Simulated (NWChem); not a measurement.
Everything below was run with NWChem. System: CH3S, charge 1, spin multiplicity 3, at the geometry of a parent with another charge or spin, in a state set for the comparison that need not be this species' ground state. Its SCF solution wasn't tested for a lower state. Level: ROCCSD(T)/def2-TZVP, 6 core orbitals frozen.

The NWChem input:

```
start mol
memory heap 100 mb stack 700 mb global 1900 mb
charge 1
geometry units angstroms nocenter noautoz noautosym
  C      0.041727     1.093341    -0.096210
  S     -0.029362    -0.685806     0.067563
  H      0.601994     1.570365     0.721728
  H      0.578274     1.304016    -1.038739
  H     -0.960847     1.538472    -0.186736
end
basis spherical
  * library def2-tzvp
end
scf
  rohf
  nopen 2
  maxiter 100
  thresh 1e-7
  semidirect memsize 60000000 filesize 0
  # guess.movecs holds the orbitals of an unrestricted PBE0 run
  vectors input guess.movecs output mol.movecs
end
tce
  freeze core 6
  ccsd(t)
  2eorb
  2emet 13
  thresh 1e-6
  maxiter 100
  tilesize 24
end
task tce energy
```

Output (cleaned and shortened):

```
             Northwest Computational Chemistry Package (NWChem) 7.3.0
             --------------------------------------------------------

                                NWChem Input Module
                                -------------------

 Scaling coordinates for geometry "geometry" by  1.889725989
 (inverse scale =  0.529177249)

                             Geometry "geometry" -> ""
                             -------------------------

 Output coordinates in angstroms (scale by  1.889725989 to convert to a.u.)

  No.       Tag          Charge          X              Y              Z
 ---- ---------------- ---------- -------------- -------------- --------------
    1 C                    6.0000     0.04172700     1.09334100    -0.09621000
    2 S                   16.0000    -0.02936200    -0.68580600     0.06756300
    3 H                    1.0000     0.60199400     1.57036500     0.72172800
    4 H                    1.0000     0.57827400     1.30401600    -1.03873900
    5 H                    1.0000    -0.96084700     1.53847200    -0.18673600

 Effective nuclear repulsion energy (a.u.)      48.5089285073

            Nuclear Dipole moment (a.u.)
            ----------------------------
        X                 Y               Z
 ---------------- ---------------- ----------------
    -0.0000170075     0.0000056692     0.0000018897


 Summary of "ao basis" -> "" (spherical)
 ------------------------------------------------------------------------------
       Tag                 Description            Shells   Functions and Types
 ---------------- ------------------------------  ------  ---------------------
 *                         def2-tzvp                  on all atoms

 Summary of "ao basis" -> "ao basis" (spherical)
 ------------------------------------------------------------------------------
       Tag                 Description            Shells   Functions and Types
 ---------------- ------------------------------  ------  ---------------------
 C                         def2-tzvp                11       31   5s3p2d1f
 S                         def2-tzvp                13       37   5s5p2d1f
[...]
       Number of AO shells :    36
        Use of symmetry is : off
      Symmetry adaption is : off
         Schwarz screening : 0.10D-09

          Correlation Information
          -----------------------
          Calculation type : Coupled-cluster singles & doubles w/ perturbation
   Perturbative correction : (T)
            Max iterations :      100
        Residual threshold : 0.10D-05
     T(0) DIIS level shift : 0.00D+00
     L(0) DIIS level shift : 0.00D+00
     T(1) DIIS level shift : 0.00D+00
     L(1) DIIS level shift : 0.00D+00
     T(R) DIIS level shift : 0.00D+00
     T(I) DIIS level shift : 0.00D+00
   CC-T/L Amplitude update :  5-th order DIIS
                I/O scheme : Global Array Library
        L-threshold :  0.10D-05
        EOM-threshold :  0.10D-05
 no EOMCCSD initial starts read in
 TCE RESTART OPTIONS
 SLICE:      F
 D4D5:       F
 quantumc:   F
 qrotation:  F
 pwtce:      F
 qducc:      F
 nacto:                         0
 nrotv:                         0
 nrot:                          0

            Memory Information
            ------------------
          Available GA space size is     249022008 doubles
          Available MA space size is     104849948 doubles

 Maximum block size supplied by input
 Maximum block size        24 doubles

 tile_dim =     19

 -------------------------------------------------

 Global array virtual files algorithm will be used

 Parallel file system coherency ......... OK

 4-electron integrals stored in orbital form

 v2    file size   =          8106314
 4-index algorithm nr.  13 is used
 imaxsize =       30
 imaxsize ichop =        0


CCSD iterations
 ---------------------------------------------------------
 Iter          Residuum       Correlation     Cpu    Wall
 ---------------------------------------------------------
    1   0.1439225135289  -0.2997552778812     0.8     0.8
    2   0.0383373892919  -0.3174086758387     0.8     0.8
    3   0.0163471746268  -0.3228396350462     0.9     0.9
    4   0.0080040050371  -0.3244859969050     0.8     0.8
    5   0.0068387297645  -0.3246681158612     0.8     0.8
    6   0.0018890117478  -0.3252554617166     0.9     0.9
    7   0.0009194432775  -0.3251099142550     0.9     0.9
    8   0.0005090289660  -0.3251298256588     0.9     0.9
    9   0.0003562156070  -0.3251366831029     0.9     0.9
   10   0.0002815537903  -0.3251390487673     0.9     0.9
   11   0.0000691091978  -0.3251484717206     1.2     1.2
   12   0.0000225320032  -0.3251480338445     0.8     0.8
   13   0.0000206680993  -0.3251493272691     0.9     0.9
   14   0.0000080767586  -0.3251500615787     0.9     0.9
   15   0.0000120373495  -0.3251497867862     0.9     0.9
   16   0.0000020380148  -0.3251504009926     0.9     0.9
   17   0.0000015460952  -0.3251501779862     0.9     0.9
   18   0.0000006178487  -0.3251502325589     0.9     0.9
 -----------------------------------------------------------------
 Iterations converged
 CCSD correlation energy / hartree =        -0.325150232558893
 CCSD total energy / hartree       =      -437.162488191564307

 Singles contributions

 Doubles contributions
 CCSD(T)
 Using plain CCSD(T) code
             total no. of tasks          385
 total no. of tasks / no. procs          385
                         wl_min         1000           3.2
                         wl_max       857375           9.7
        thresh for no. of tasks          385

 CCSD[T]  correction energy / hartree =        -0.013461898503011
 CCSD[T] correlation energy / hartree =        -0.338612131061904
 CCSD[T] total energy / hartree       =      -437.175950090067317
 CCSD(T)  correction energy / hartree =        -0.013041209049419
 CCSD(T) correlation energy / hartree =        -0.338191441608311
 CCSD(T) total energy / hartree       =      -437.175529400613698

 Task  times  cpu:       62.8s     wall:       62.8s

 Total times  cpu:       62.8s     wall:       62.8s
```
